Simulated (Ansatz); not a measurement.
Compare A (`COc1ccccc1`) with its isomer B (`Cc1ccc(O)cc1`).

Program: Ansatz. Geometries: PBE0-D4/def2-TZVP. ΔE: electronic, gas phase. CCSD(T)/CBS is the MP2 limit (def2-TZVPP, def2-QZVPP) plus CCSD(T) − MP2 in def2-TZVPP, frozen cores. Functionals use def2-TZVPP. B3LYP here is the variant with VWN-RPA as its local correlation; programs differ in this. Each species was taken in one conformer, which may not be the lowest.

(1) Which is lower in electronic energy at CCSD(T)/CBS, and by how much? (Estimate.)

(2) Give E(B) − E(A) in kJ/mol with B2PLYP, B3LYP-D4, PBE0-D4, MP2/def2-TZVPP, B3LYP, PBE-D4, CCSD(T)/def2-SVP. (Best estimate.)

(3) Does the order hold for the free energy at 298.15 K (harmonic terms from PBE0-D4)? (Best estimate.)

Largest T1 diagnostic: 0.011.

Results:

(1) Computed: B, by 51.5 kJ/mol.

(2) Ansatz gave: B2PLYP -48.0, B3LYP-D4 -46.3, PBE0-D4 -52.6, MP2/def2-TZVPP -55.4, B3LYP -45.7, PBE-D4 -51.3, CCSD(T)/def2-SVP -48.4. None reverses the order clearly.

(3) Computed: Yes: G(B) − G(A) = -57.9 kJ/mol, for one conformer each. Modes under 60 cm⁻¹, often nearly free rotors, make the harmonic entropy too high.

Leaving LDA and LC-ωPBE aside and taking each functional with its dispersion term where it has one, the values, not all of them listed here, spread over 8.7 kJ/mol, from PBE-QIDH to BLYP-D4. At CCSD(T), def2-SVP lies +3.2 kJ/mol from the extrapolated value and def2-TZVPP +1.8 kJ/mol.
